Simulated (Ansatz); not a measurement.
Working through a ranking of conformers of C3H6O2, SMILES COCC=O

Computed with Ansatz 0.2.0, Python API.

Typed at the interpreter:
```pycon
>>> from dataclasses import dataclass
>>> import ansatz as az
>>> from rdkit import Chem
>>> from rdkit.Chem import AllChem
>>> @dataclass
... class RunConfig:
...     basis_set: str = "6-31G*"
...     xc: str = "PBE0"
...     dispersion: str = "d4"
...
>>> cfg = RunConfig()
>>> rd = Chem.AddHs(Chem.MolFromSmiles("COCC=O"))
>>> ids = list(AllChem.EmbedMultipleConfs(rd, numConfs=20, randomSeed=415, pruneRmsThresh=0.4))
>>> field = [energy for _, energy in AllChem.MMFFOptimizeMoleculeConfs(rd)]
>>> distinct = {round(e, 2): i for i, e in zip(ids, field)}
>>> chosen = sorted(distinct.items())[:3]
>>> found = []
>>> for force_field, index in chosen:
...     system = az.Crystal.molecule()
...     for atom, xyz in zip(rd.GetAtoms(), rd.GetConformer(index).GetPositions()):
...         system = system.atom(atom.GetSymbol(), xyz.round(5).tolist())
...     model = system.calculation()
...     model = model.basis(gaussian=cfg.basis_set)
...     model = model.functional(cfg.xc, dispersion=cfg.dispersion)
...     model = model.accuracy("high")
...     found.append(model.run(threads=1).report["free_energy_ev"])
...

>>> print("conformer   MMFF (kcal/mol)   this level (kJ/mol)")
conformer   MMFF (kcal/mol)   this level (kJ/mol)
>>> for (force_field, index), e in zip(chosen, found):
...     print(f"{index:9d} {force_field - chosen[0][0]:17.2f} {96.485332 * (e - min(found)):17.3f}")
...
        1              0.00             3.337
        4              0.07             3.400
        3              0.84             0.000
```

Reading the output:
- These settings explore the input space; basis and method may be short of convergence.
- The conformers keep their force-field geometries.
- Finished in 22 s on 1 thread of Arm Neoverse V2, on a shared host, peak memory 0.42 GiB.

(Lines on the test bed's own set-up are left out of the output.)
